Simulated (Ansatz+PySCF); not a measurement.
Two shapes of doublet C2H4NO.

Shape 1:

```xyz
8

C     0.0000   -0.1855   -1.2318
N     0.0000    0.4738   -0.0257
C     0.0000   -0.1538    1.2028
H     0.0000    0.3970   -2.1373
H     0.0000   -1.2615   -1.2091
H     0.0000    1.4835   -0.0239
H     0.0000    0.6032    2.0736
O     0.0000   -1.3568    1.3515
```

Shape 2:

```xyz
8

C     0.0000   -0.1876   -1.2263
N     0.0000    0.4717   -0.0202
C     0.0000   -0.1559    1.2083
H     0.0000    0.3949   -2.1318
H     0.0000   -1.2636   -1.2037
H     0.0000    1.4814   -0.0184
H     0.0000    0.5683    2.0413
O     0.0000   -1.3093    1.3509
```

Basis set: cc-pVTZ (spherical functions). Left uncorrelated: 4 orbitals. Correlation on ROHF uses semicanonical orbitals with singles. Charge 0, multiplicity 2.

Computed with Ansatz (development build ahead of 0.2.0) and PySCF 2.14.0; each method stands on the lowest determinant of its kind that the runs found.

(1) Which shape is lower in energy, and by how much in each method?

## Answers

(1)

```tsv
method	E(2) − E(1) (eV)
ROHF	-0.079
UHF	-0.074
ROHF-MP2	0.079
UHF-MP2	0.075
```

The methods disagree on the order.
